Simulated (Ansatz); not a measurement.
input.yaml

```yaml
crystal:
  lattice:
    - [-1.9089568661, 1.9089568661, 4.8878380105]
    - [1.9089568661, -1.9089568661, 4.8878380105]
    - [1.9089568661, 1.9089568661, -4.8878380105]
  atoms:
    - { symbol: Ti, position: [0.0, 0.0, 0.0] }
    - { symbol: Ti, position: [0.75, 0.25, 0.5] }
    - { symbol: O, position: [0.2053163536, 0.2053163536, 0.0] }
    - { symbol: O, position: [0.9553163536, 0.4553163536, 0.5] }
    - { symbol: O, position: [0.5446836464, 0.0446836464, 0.5] }
    - { symbol: O, position: [0.7946836464, 0.7946836464, 0.0] }
basis:
  ecutwfc: 420
kpoints:
  mp_grid: { grid: [8, 8, 8] }
  band_path:
    path:
      - [[0.0, 0.0, 0.0], [0.0, 0.0, 0.5], [0.25, 0.25, 0.25], [0.0, 0.5, 0.0], [0.0, 0.0, 0.0], [0.5, 0.5, -0.5], [0.28813279, 0.71186721, -0.28813279]]
      - [[-0.28813279, 0.28813279, 0.28813279], [0.0, 0.0, 0.0]]
      - [[0.0, 0.0, 0.5], [-0.07626559, 0.07626559, 0.5]]
      - [[0.5, 0.5, -0.07626559], [0.5, 0.5, -0.5]]
    npoints: 14
hamiltonian:
  xc: pbe
  hubbard: { sites: [{ species: Ti, l: d, u_eff: 4.0 }] }
scf:
  occupations: { method: gaussian, width: 0.02 }
  n_extra_bands: 15
output:
  forces: true
  stress: true
  eigenvalues: true
  populations: true
  dos: { projected: true, de: 0.02, nscf_kmesh: { grid: [12, 12, 12] } }
  bader: true
  write_density: true
  write_potential: true
  elf: true
  volumetric_format: npy
```

Launched with
```bash
ansatz run input.yaml --threads 1 --pin off --max-ram 2560MiB --backend cpu --events-out ev --progress --plain --runs-dir out
```

Theory: DFT PBE+U, scalar-relativistic, plane waves, PAW (Ansatz).

Abridged output:

```
Ti: projections on atomic orbitals take those of the free atom [Ne] 3s2 3p6 3d2 4s2, of charge +0.00 (hamiltonian.pseudopotentials.projection_atoms); the dataset's partial waves leave at most 4.1e-7 of an orbital's norm unspanned inside its sphere
O: projections on atomic orbitals take those of the free atom [He] 2s2 2p4, of charge +0.00 (hamiltonian.pseudopotentials.projection_atoms); the dataset's partial waves leave at most 1.9e-8 of an orbital's norm unspanned inside its sphere
scf.n_extra_bands = 15 over 24 filled bands (N_el = 48.0): the run solves 39 bands
Pseudopotentials: kind: paw
Pseudopotential: Ti, paw, valence charge 12, recommended cutoff 420 eV (normal)
Pseudopotential: O, paw, valence charge 6, recommended cutoff 420 eV (normal)
Functional definition: PBE
Crystal: 6 atoms, lattice volume = 71.247 Å³
Basis set: ecut = 420 eV, 1381 PW (Γ), exchange–correlation on 80×80×80 points (8 copies of the dense FFT grid, shifted against one another)
Bands: 39, of which v1, the nominal top of the filled ones, is band 24 counted from 1 (23 counted from 0)
Symmetry: 16 space group operations
Space group: I41/amd (ITA 141), of the structure as read, at distance tolerance 4.1e-5 Å
k-points: 59 of 512
Initial density: superposition of atomic densities (chi_scale 0.1, normalization cell, long waves of neutral atoms under a Hubbard term (reshape's long-wave potential 0.00 eV rms, cloud 2.26 Å wide))
Initial wavefunctions: pseudopotential atomic-orbital guess
Functional: x = pbe(κ = 0.804, μ = 0.21951497), c = pbe(β = 0.06672455)
SCF iter   1: F=—  HF=-7271.702519 eV  |F-HF|=—  |Δ(HF+E_count)|=         —  Δρ=8.93e-2  dr2=6.17e0  ethr=3.10e-3  ⟨swp⟩=5.9  Hψ=8073  notcnv=0  defer=105
SCF iter   2: F=—  HF=-7270.995121 eV  |F-HF|=—  |Δ(HF+E_count)|=   7.07e-1  Δρ=5.91e-2  dr2=1.82e0  ethr=3.10e-3  ⟨swp⟩=2.2  Hψ=4132  notcnv=0  defer=484
SCF iter   3: F=—  HF=-7270.807219 eV  |F-HF|=—  |Δ(HF+E_count)|=   1.88e-1  Δρ=2.43e-2  dr2=3.96e-1  ethr=3.10e-3  ⟨swp⟩=2.1  Hψ=2899  notcnv=0  defer=484
SCF iter   4: F=—  HF=-7270.842833 eV  |F-HF|=—  |Δ(HF+E_count)|=   3.56e-2  Δρ=5.68e-3  dr2=3.45e-2  ethr=8.26e-4  ⟨swp⟩=2.1  Hψ=3177  notcnv=0  defer=481
SCF iter   5: F=—  HF=-7270.849287 eV  |F-HF|=—  |Δ(HF+E_count)|=   6.45e-3  Δρ=1.88e-3  dr2=3.64e-3  ethr=7.19e-5  ⟨swp⟩=2.1  Hψ=2919  notcnv=0  defer=481
SCF iter   6: F=—  HF=-7270.852710 eV  |F-HF|=—  |Δ(HF+E_count)|=   3.42e-3  Δρ=7.09e-4  dr2=3.62e-4  ethr=7.59e-6  ⟨swp⟩=2.1  Hψ=3101  notcnv=0  defer=481
SCF iter   7: F=—  HF=-7270.852795 eV  |F-HF|=—  |Δ(HF+E_count)|=   8.49e-5  Δρ=1.09e-4  dr2=7.15e-6  ethr=7.54e-7  ⟨swp⟩=2.1  Hψ=2494  notcnv=0  defer=481
SCF iter   8: F=—  HF=-7270.852810 eV  |F-HF|=—  |Δ(HF+E_count)|=   1.48e-5  Δρ=3.81e-5  dr2=9.70e-7  ethr=1.49e-8  ⟨swp⟩=2.0  Hψ=3234  notcnv=0  defer=481
SCF iter   9: F=-7270.852810 eV  HF=-7270.852810 eV  |F-HF|=2.22e-8  |Δ(HF+E_count)|=   1.89e-7  Δρ=4.03e-6  dr2=1.10e-8  ethr=2.08e-10  ⟨swp⟩=13.2  Hψ=16103  notcnv=0
SCF 1 converged in 9 iterations: F = -7270.852810 eV  dr2 = 1.10e-8
SCF converged after 9 iterations
Free energy (F): -7270.852810 eV
Harris-Foulkes:  -7270.852810 eV  (|F-HF|=2.22e-8)
Internal energy: -7270.852810 eV  (E = F + TS)
E sigma→0 (E₀):  -7270.852810 eV
Fermi energy:    8.343317 eV
--- Per-component energies (eV) ---
  E_band       = -483.654572
  E_kinetic    = 1243.279135
  E_local      = -3641.248493  (includes V_loc(G=0)·N_el)
  E_nonlocal   = 193.460758
  E_hartree    = 1406.241610
  E_xc         = -492.385161
  E_vxc        = -623.418883  (∫ρ·V_xc dr)
  E_hubbard    = 6.411504  (on-site DFT+U / exact-exchange correction)
  E_vhub       = 4.502428  (the Hubbard potential's part of the band-sum identity)
  E_paw        = -2720.052210  (= ΣΔE_a)
  E_vpaw       = -472.723868  (= ΣTr[D̂ρ^β])
  E_aug_tail   = 0.010303  (compensation charges beyond the density's cutoff)
  E_ewald      = -3266.570258
  E_smearing   =  0.000000  (= −TS)
--- Forces (eV/Å), atoms counted from 1 ---
  atom   1  Ti     0.00000000     0.00000000     0.00000000
  atom   2  Ti     0.00000000     0.00000000     0.00000000
  atom   3  O      0.00000000     0.00000000    -0.00380953
  atom   4  O      0.00000000     0.00000000    -0.00380953
  atom   5  O      0.00000000     0.00000000     0.00380953
  atom   6  O      0.00000000     0.00000000     0.00380953
--- Stress (GPa, compression-positive) ---
        0.013135       0.000000       0.000000
        0.000000       0.013135       0.000000
        0.000000       0.000000      -0.010304
  P = ⅓ Tr σ = 0.0053 GPa (0.053 kbar)
--- Band table (eV; the first three rows and the last of 59) ---
  k-point 0: bands = ["-50.4617", "-50.4151", "-26.8181", "-26.6247", "-26.6247", "-26.5702", "-26.5702", "-26.5079", "-10.5370", "-9.3847", "-9.3614", "-8.9331", "3.1973", "3.3108", "3.3108", "3.6190", "4.9668", "5.0952", "5.0952", "6.2148", "6.2570", "6.2570", "6.6510", "6.6510", "9.6654", "10.2580", "11.3211", "11.3211", "11.3715", "11.3715", "11.7126", "11.7764", "11.9607", "13.0435", "14.1013", "18.5640", "20.2707", "22.8504", "22.8504"]
  k-point 1: bands = ["-50.4592", "-50.4166", "-26.8155", "-26.6454", "-26.6313", "-26.5819", "-26.5705", "-26.5047", "-10.3977", "-9.3361", "-9.2916", "-8.9136", "3.0077", "3.1513", "3.1972", "3.6884", "4.8420", "5.1336", "5.1502", "5.9109", "5.9729", "6.0833", "6.3002", "6.7912", "10.1344", "10.3384", "10.6913", "11.0355", "11.0598", "11.2668", "12.0082", "12.5048", "12.6470", "13.2417", "14.6653", "18.7383", "20.2460", "21.4078", "23.2002"]
  k-point 2: bands = ["-50.4523", "-50.4207", "-26.8092", "-26.6915", "-26.6465", "-26.6104", "-26.5677", "-26.5051", "-10.0287", "-9.2114", "-9.1411", "-8.8767", "2.5616", "2.8679", "3.1888", "3.9350", "4.3806", "4.5871", "4.9797", "5.0367", "5.2465", "6.1089", "6.4249", "6.8813", "10.3617", "10.3803", "10.8182", "10.9547", "10.9662", "11.4183", "12.3011", "13.2834", "13.4737", "13.5040", "16.0056", "19.1333", "19.7932", "20.4338", "22.0650"]
  k-point 58: bands = ["-50.4387", "-50.4387", "-26.6659", "-26.6659", "-26.6429", "-26.6429", "-26.5527", "-26.5527", "-9.9821", "-9.9821", "-9.1554", "-9.1554", "3.3539", "3.3539", "3.4149", "3.4149", "5.1726", "5.1726", "5.6341", "5.6341", "5.7957", "5.7957", "6.9370", "6.9370", "9.9533", "9.9533", "11.1455", "11.1455", "11.5353", "11.5353", "11.6134", "11.6134", "12.4893", "12.4893", "16.1176", "16.1176", "22.3295", "22.3295", "23.3093"]
Occupation matrices written to <dir>
--- Löwdin populations: 6 sites ---
  site symbol q [e]
     0     Ti     10.4682
     1     Ti     10.4682
     2      O      6.7185
     3      O      6.7185
     4      O      6.7185
     5      O      6.7185
  spilling = 0.003949 (of n_electrons = 48.000000)
--- Bader charges: 6 sites ---
  site symbol charge [e]  shift [e]
     0     Ti      2.3985     0.0036
     1     Ti      2.3985     0.0036
     2      O     -1.1993     0.0018
     3      O     -1.1993     0.0018
     4      O     -1.1993     0.0018
     5      O     -1.1993     0.0018
  estimated error of the sums over rays = 5.1e-4 e
```

Self-consistency was reached.

It took 110 s on 1 thread of Intel(R) Xeon(R) Platinum 8259CL CPU @ 2.50GHz (Skylake/Cascade Lake), with other jobs on the host, peak memory 0.79 GiB.